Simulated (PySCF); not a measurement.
These 2 structures share the formula HCN. Computed with PySCF 2.14.0, PBE0-D3(BJ)/def2-SVP geometry optimisation, gas phase. One conformer each; no zero-point energy, no entropy. No frequencies were run at this level. Point groups hold within 0.08 Å.

Problem. Order them by energy at this level, lowest first, and give relative energies in kcal/mol.
A. `C#N`
B. hydrogen isocyanide, `[C-]#[NH+]`

Solution. A (0.0), B (13.4).

As drawn, the higher has an N–H bond, which the lower lacks.

| SMILES | E (Eh) | E rel (kcal/mol) | dipole (D) | point group | A, B, C (MHz) |
| --- | --- | --- | --- | --- | --- |
| C#N | -93.23751 | 0.0 | 2.90 | C∞v | –, 44303, 44303 |
| [C-]#[NH+] | -93.21615 | 13.4 | 3.14 | C∞v | –, 45201, 45201 |

Problem. How do the relative energies change in single points at KT2/pcSseg-2 (no added dispersion term) on the same geometries?

Solution. 
```tsv
SMILES	PBE0-D3(BJ)/def2-SVP (kcal/mol)	KT2/pcSseg-2 (kcal/mol)	shift
C#N	0.0	0.0	0.0
[C-]#[NH+]	13.4	13.2	-0.2
```

Each column counts from its own lowest isomer. The order is unchanged; the largest shift is 0.2 kcal/mol.
